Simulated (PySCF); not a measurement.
Two species compared at the same levels of theory.

First species: Methylidenesilylene, CH₂Si (singlet state).
SMILES with atom numbers: `[CH2:1]=[Si:2]` (hydrogens: H3, H4 on C1)

Second species: PF2PH2, F₂H₂P₂.
SMILES: `FP(F)P`

Levels: PBE0/def2-SVPD for dipole moment, HOMO energy, LUMO energy, HOMO–LUMO gap, static isotropic polarisability and electronic spatial extent ⟨r²⟩ about the centre of nuclear charge; TDDFT PBE0/def2-SVPD for lowest singlet excitation; TDA PBE0/def2-SVPD for lowest triplet excitation (Tamm–Dancoff); GFN2-xTB for rotational constant A and rotational constant C. Geometries: GFN2-xTB. All species are isolated and taken at one optimised geometry, non-relativistic unless stated; the electronic structure was computed with PySCF and density fitting.

The conformers computed, where there is a choice (atom-mapped SMILES and torsion angles):
- `[F:1][P:2]([F:3])[PH2:4]`: H–P4–P2–F1 179°, H–P4–P2–F1 86°

Task: Which of the two has the higher static isotropic polarisability, and by how much?

Result: The second: 54.0 au against 45.9 au, a difference of 8.1 au.

Task: Which of the two has the higher ⟨r²⟩, and by how much?

Result: The second: 457 bohr² against 118 bohr², a difference of 339 bohr².

Task: Which of the two has the higher LUMO energy, and by how much?

Result: The second: -1.04 eV against -2.66 eV, a difference of 1.62 eV.

Task: Which of the two has the higher rotational constant C, and by how much?

Result: The first: 14.870 GHz against 2.666 GHz, a difference of 12.204 GHz.

Task: Which has the higher HOMO energy?

Result: The first: -6.45 eV against -7.48 eV, a difference of 1.03 eV.

Task: Which of the two has the higher S1 energy, and by how much?

Result: The second: 4.94 eV against 2.11 eV, a difference of 2.83 eV.

Task: Which has the higher HOMO–LUMO gap?

Result: The second: 6.44 eV against 3.79 eV, a difference of 2.65 eV.

Task: Which of the two has the higher rotational constant A, and by how much?

Result: The first: 305.901 GHz against 6.905 GHz, a difference of 298.996 GHz.

On the first: S1 lies 1.68 eV below the HOMO–LUMO gap; its leading configuration is HOMO→LUMO, weight 1.00. The dipole matches unit charges of opposite sign 0.05 Å apart (1 e·Å = 4.8032 D).

On the second: No computed singlet falls in the visible range (750 to 380 nm, 1.65 to 3.26 eV); S1 lies 1.68 eV above its blue end. The vertical singlet–triplet gap S1 − T1 is 0.91 eV (TDDFT singlet less Tamm–Dancoff triplet; S1: HOMO→LUMO, weight 0.99; T1: HOMO→LUMO, weight 0.94).
